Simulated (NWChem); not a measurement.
# AlCl3 in NWChem

```xyz
4

Al     0.0000     0.0000     0.0000
Cl     0.0000     0.0000     2.0937
Cl     1.8132     0.0000    -1.0468
Cl    -1.8132     0.0000    -1.0468
```
Charge 0, spin multiplicity 1.

Program: NWChem. All single points use one geometry, from PBE/def2-SVP, a minimum by its harmonic frequencies.

Symmetry labels belong to the abelian group C2v used in the runs, with the axes of the coordinates shown; states degenerate in a higher group split over its labels.

The correlated methods keep 20 core orbitals frozen. The structure started from a generated list of species.

Task: List the 4 singlet excitations that EOM-CCSD/def2-SVP, 20 core orbitals frozen gives, with oscillator strengths.

Result: 
| state | symmetry | energy (eV) | wavelength (nm) | f |
|---|---|---|---|---|
| 1 | b1 | 7.35 | 169 | 0.000 |
| 2 | a2 | 7.60 | 163 | 0.000 |
| 3 | b2 | 7.73 | 160 | 0.000 |
| 4 | a1 | 8.05 | 154 | 0.031 |
These are the lowest roots of each symmetry, so higher states are missing between them.
